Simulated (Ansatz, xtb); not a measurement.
System: BeH, charge 1, multiplicity 1. SMILES: [BeH+]
Coordinates optimised at B3LYP-D3(BJ)/def2-TZVP (Ansatz, a first-principles code):
```
Be
H 1 1.3221
```
Charge +1, spin multiplicity 1.

Harmonic wavenumbers from GFN2-xTB (xtb, at its own minimum), cm⁻¹: 1451.

**Question.** Give the harmonic wavenumbers at B3LYP-D3(BJ)/def2-TZVP (Ansatz, finite differences of forces, unscaled).

**Answer.** 2181 cm⁻¹. Zero-point energy 3.1 kcal/mol.

**Question.** From these and the geometry, give the ideal-gas thermochemistry at 298.15 K and 1 atm (rigid rotor, harmonic oscillator).

**Answer.** Point group C∞v, rotational symmetry number 1. Rotational constants 318.9, 318.9 GHz. S(trans) 32.86, S(rot) 7.89, S(vib) 0.00, S(elec, spin only) 0.00, S 40.7 cal/(mol K). H(298) - H(0) 2.07 kcal/mol; G - E(el) -7.0 kcal/mol.
